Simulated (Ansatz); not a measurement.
A structure relaxed at PBE0-D4/def2-TZVP, charge 0, multiplicity 1:

Cartesian coordinates in Å:
```
C 0.0414 0.7270 -0.5203
C -0.4126 -0.7620 -0.2240
Al 0.5869 0.0553 1.1772
H -0.7747 1.4401 -0.6254
H 0.7381 0.8342 -1.3502
H 0.0222 -1.5109 -0.8840
H -1.4899 -0.9052 -0.1577
H 1.2886 0.1214 2.5843
```

**Question.** Give its formula and SMILES.

**Answer.** C2H5Al, `[CH2]1[CH2][AlH]1`.

**Question.** Point group (tolerance 0.08 Å, 0.16 Å for H)?

**Answer.** C2v.

**Question.** Summarise the bond lengths by kind.

**Answer.** 1 × C–C 1.585 Å; 2 × Al–C 1.905 Å; 4 × C–H 1.089 Å; 1 × Al–H 1.574 Å.

Results of the Gaussian-basis code of Ansatz.
